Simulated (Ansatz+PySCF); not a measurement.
The numbers below are computed, except where a source is named.
Several solutions for triplet BHO₂

```json
{"atom": "O", "x (Å)": "0.0000", "y (Å)": "0.0000", "z (Å)": "-1.3071"}
{"atom": "O", "x (Å)": "0.0000", "y (Å)": "0.0000", "z (Å)": "1.3071"}
{"atom": "B", "x (Å)": "30.0000", "y (Å)": "0.0000", "z (Å)": "-0.3131"}
{"atom": "H", "x (Å)": "30.0000", "y (Å)": "0.0000", "z (Å)": "1.5655"}
```

Basis set: 6-31G (spherical functions). Charge 0, multiplicity 3.

UHF was run from several starts with Ansatz (development build ahead of 0.2.0) and PySCF 2.14.0.

```csv
run,program,start,converged,energy (hartree),<S²>
A,PySCF,"guess huckel, instabilities followed",yes,-174.59005,4.11
B,PySCF,"guess atom, instabilities followed",yes,-174.59005,4.11
C,PySCF,program defaults,yes,-174.58783,4.11
D,Ansatz,search for the lowest state,yes,-174.59037,4.10
E,PySCF,"guess 1e, instabilities followed",yes,-174.50438,4.09
F,PySCF,"guess minao, instabilities followed",yes,-174.59005,4.11
G,Ansatz,stability test followed,yes,-174.59004,4.11
H,Ansatz,"atomic start, no search",yes,-174.58783,4.11
```

(1) Which runs reached the lowest solution of this kind, and what is wrong with the others?

## Answers

(1) A, B, D, F, G reached the lowest solution found or ended within 0.01 eV of it (a small difference can mark another solution nearby). Converged but too high: C by 0.07 eV, E by 2.34 eV, H by 0.07 eV. Convergence only shows a stationary point, and even a stable one can lie too high; stability tests and further starts are what find lower ones. Caution: the unrestricted determinant is a mixture of spin states.
